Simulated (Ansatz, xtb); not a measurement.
## Two isomers of CH6BN

Structure X is `BNC`, a singlet and structure Y is `CBN`, a singlet. Both are isolated molecules in the gas phase, relaxed with B3LYP-D3(BJ)/6-311G**; the shapes shown needn't be the lowest conformers.

X (Å):

```xyz
9

C    -1.6552    1.5712    1.6708
B    -1.6854   -0.9245    2.1678
N    -1.3805    0.3911    2.4798
H    -1.3916   -1.7827    2.9423
H    -2.2329   -1.1624    1.1339
H    -0.9170    0.5958    3.3544
H    -0.7322    2.0957    1.4028
H    -2.3066    2.2751    2.1991
H    -2.1546    1.2614    0.7531
```

Y (Å):

```xyz
9

C    -2.2200   -0.5381    1.9955
B    -1.8298    0.9697    2.2190
N    -0.5880    1.4751    1.8381
H    -2.4798   -1.0126    2.9491
H    -3.1209   -0.6129    1.3749
H    -1.4360   -1.1397    1.5234
H    -2.5972    1.7353    2.7285
H     0.1254    0.9102    1.4018
H    -0.3189    2.4368    1.9721
```

Quicker runs give these differences E(Y) − E(X): GFN2-xTB +5.4 kJ/mol; HF/STO-3G −49.7 kJ/mol (at GFN2-xTB geometries); r2SCAN-D4/def2-SVP −80.5 kJ/mol (at GFN2-xTB geometries).

Question: Estimate which is lower in electronic energy at CCSD(T)/def2-TZVP, and by roughly how much.

Answer: The CCSD(T)/def2-TZVP calculation puts structure Y lower, by 69.6 kJ/mol.

The same difference at several levels:

| level | geometry | E(Y) − E(X) (kJ/mol) | departure from the last row (kJ/mol) | job, with rough time for the two |
| --- | --- | --- | --- | --- |
| GFN2-xTB | GFN2-xTB | +5.4 | +75.0 | optimisation, 0.17 s |
| HF/STO-3G | GFN2-xTB | −49.7 | +19.9 | single point, 0.2 s |
| r2SCAN-D4/def2-SVP | GFN2-xTB | −80.5 | −10.9 | single point, 3.2 s |
| B3LYP-D3(BJ)/6-311G** | B3LYP-D3(BJ)/6-311G** | −70.1 | −0.5 | optimisation, 44 s |
| HF/def2-TZVP | B3LYP-D3(BJ)/6-311G** | −69.2 | +0.3 | part of the CCSD(T) run |
| MP2/def2-TZVP | B3LYP-D3(BJ)/6-311G** | −73.4 | −3.9 | part of the CCSD(T) run |
| CCSD(T)/def2-TZVP | B3LYP-D3(BJ)/6-311G** | −69.6 |  | single point, 33 s |

As drawn, Y has 1 C–B, 1 N–H in place of 1 C–N, 1 B–H.

GFN2-xTB puts the two in the other order. The largest departure from CCSD(T)/def2-TZVP is that of GFN2-xTB, 75.0 kJ/mol.

With harmonic frequencies from B3LYP-D3(BJ)/6-311G** (ideal gas, rigid rotor, one conformer each, 1000 K, 1 atm): the zero-point term adds 0.0 kJ/mol; ΔH is −66.6 and ΔG −76.5 kJ/mol.

The correlated steps freeze 3 core orbitals. Codes used: Ansatz 0.2.0, xtb 6.7.1; the last row on 1 thread of Arm Neoverse V1 on a shared host.
